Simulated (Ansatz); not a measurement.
# C₃H₆O₃: one species, many methods

One table from this session's results is given with a row withheld; the runs are named, their logs left out.

Computed with Ansatz 0.2.0, Gaussian basis. Level: functionals in def2-TZVPP, the program's frozen cores in correlated methods.

Levels to be run: PBE-D4, r2SCAN-D4, PBE0-D4, B3LYP-D4, ωB97X-V, ωB97M-V, B2PLYP; CCSD(T)/def2-TZVPP; MP2/def2-QZVPP; extrapolation to the limit.

## The relaxed structure

The geometry comes from an earlier relaxation with PBE0-D4 in a triple-zeta def2 set; it is a stationary point, not always the lowest conformer.

SMILES `COCC(=O)O`, 12 atoms, charge 0, spin multiplicity 1.

Atoms are counted from 1 here; the program's logs count them from 0.

Bond lengths: C1–O2 1.407 Å, C1–H7 1.096 Å, C1–H8 1.089 Å, C1–H9 1.098 Å, O2–C3 1.388 Å, C3–C4 1.517 Å, C3–H10 1.094 Å, C3–H11 1.099 Å, C4–O5 1.200 Å, C4–O6 1.338 Å, O6–H12 0.968 Å. Angles: O2–C1–H7 111.8°, O2–C1–H8 107.1°, O2–C1–H9 111.0°, H7–C1–H8 108.8°, H7–C1–H9 109.0°, H8–C1–H9 109.0°, C1–O2–C3 113.5°, O2–C3–C4 116.7°, O2–C3–H10 107.6°, O2–C3–H11 112.5°, C4–C3–H10 105.9°, C4–C3–H11 106.5°, H10–C3–H11 107.1°, C3–C4–O5 122.8°, C3–C4–O6 113.8°, O5–C4–O6 123.4°, C4–O6–H12 106.2°.

Set-up of the first run:

Contents of in.yaml:

```yaml
crystal:
  periodic: [false, false, false]
  atoms:
    - {symbol: C, position_ang: [0.293049, -1.578008, 0.504806]}
    - {symbol: O, position_ang: [0.446181, -0.894372, -0.714892]}
    - {symbol: C, position_ang: [0.691508, 0.463149, -0.562045]}
    - {symbol: C, position_ang: [-0.496317, 1.332463, -0.196441]}
    - {symbol: O, position_ang: [-0.386461, 2.487764, 0.110375]}
    - {symbol: O, position_ang: [-1.672654, 0.701152, -0.280290]}
    - {symbol: H, position_ang: [-0.589758, -1.234709, 1.056042]}
    - {symbol: H, position_ang: [0.170418, -2.633994, 0.266692]}
    - {symbol: H, position_ang: [1.180921, -1.455834, 1.139566]}
    - {symbol: H, position_ang: [1.058659, 0.843575, -1.520035]}
    - {symbol: H, position_ang: [1.470143, 0.667678, 0.185858]}
    - {symbol: H, position_ang: [-2.347890, 1.355836, -0.050437]}
basis:
  gaussian: {orbitals: def2-TZVPP}
hamiltonian: {xc: pbe, dispersion: d4}
output: {forces: true, orbitals: {seedname: orbitals}}
```

Launch:

```sh
$ ansatz run in.yaml --threads 4 --pin off --events-out ev --progress --plain --max-ram 10444MiB
```

Steps of the session up to this table: PBE-D4 (GGA); r2SCAN-D4 (meta-GGA); PBE0-D4 (hybrid); B3LYP-D4 (hybrid); ωB97X-V (range-separated); ωB97M-V (range-separated); B2PLYP (double hybrid); CCSD(T) in def2-TZVPP; MP2 in def2-QZVPP.

One of the session's tables, all rows but one given; the rest of the session is left out.

```
            method  atomisation energy (kcal/mol)
            PBE-D4                         1222.4
         r2SCAN-D4                         1186.9
           PBE0-D4                         1186.6
          B3LYP-D4                         1179.7
           ωB97X-V                         1183.8
           ωB97M-V                         1185.6
            B2PLYP                         1169.7
     HF/def2-TZVPP                          819.6
    MP2/def2-TZVPP                         1180.7
   CCSD/def2-TZVPP                         1127.1
CCSD(T)/def2-TZVPP                         1149.0
           MP2/CBS                         1212.4
       CCSD(T)/CBS                              ?
```

Estimate the missing values for CCSD(T)/CBS.

As computed: atomisation energy (kcal/mol): 1180.8. In the column «atomisation energy (kcal/mol)» it lies between MP2/def2-TZVPP (1180.7) and ωB97X-V (1183.8).

To keep in mind: Free atoms (3 C, 3 O, 6 H) were run apart at each level; the atomisation energy is their sum less the molecule, without zero-point or spin-orbit terms.
